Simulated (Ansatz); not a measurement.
Ansatz (a quantum-chemistry and plane-wave program) input:

Ansatz 0.2 input:
```yaml
crystal:
  periodic: [false, false, false]
  atoms:
    - {symbol: C, position_ang: [-0.62771000, 0.13746760, -0.11720572]}
    - {symbol: C, position_ang: [0.57033210, -0.02366363, 0.31751486]}
    - {symbol: H, position_ang: [-1.11372761, -0.16846940, -1.06751401]}
    - {symbol: H, position_ang: [1.45799498, -0.51435441, -0.13434084]}
basis:
  gaussian:
    orbitals: cc-pVDZ
total_charge: -1
magnetization: {spin_polarized: true, initial_magnetization: 1}
correlation: {method: ccsdt, electrons: outside_noble_gas}
```

### Question
Predict the final energy.

### Answer
-77.01924 Eh (CCSDT/cc-pVDZ). The basis has 38 functions.
